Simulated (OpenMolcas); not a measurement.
Worked example: basis-set limit for NOF (nitrosyl fluoride)

NOF has 3 atoms, charge 0, and is taken as a singlet. SMILES: `O=NF`. The coordinates come from a GFN2-xTB relaxation.

```csv
atom,x (Å),y (Å),z (Å)
O,0.8812,0.2431,0.5119
N,0.1473,-0.4816,0.0291
F,-1.0285,0.2386,-0.5410
```

MP2 energies, 3 core orbitals frozen (OpenMolcas 26.06):

| basis | X | functions | Hartree–Fock (Eh) | correlation (Eh) |
| --- | --- | --- | --- | --- |
| cc-pVDZ | 2 | 42 | -228.633116 | -0.549986 |
| cc-pVTZ | 3 | 90 | -228.706213 | -0.697917 |

The correlation energy converges as X⁻³, the Hartree–Fock energy about exponentially.

**Question.** Estimate the basis-set limit from the two largest sets.

**Answer.** 
1. Correlation: E(∞) = (3³ E(3) − 2³ E(2))/(3³ − 2³) = (27 × (-0.697917) − 8 × (-0.549986))/19 = -0.760204 Eh.
2. Hartree–Fock: take the larger basis, -228.706213 Eh; it moved by -73.10 mEh in the last step.
3. Total: -228.706213 + (-0.760204) = -229.466417 Eh.
4. cc-pVTZ holds 91.8 % of the extrapolated correlation energy, cc-pVDZ 72.3 %.

This is an estimate of the method's limit, not an exact energy. Double-zeta sets lie outside the range where X⁻³ holds well, so a D–T extrapolation is rough.
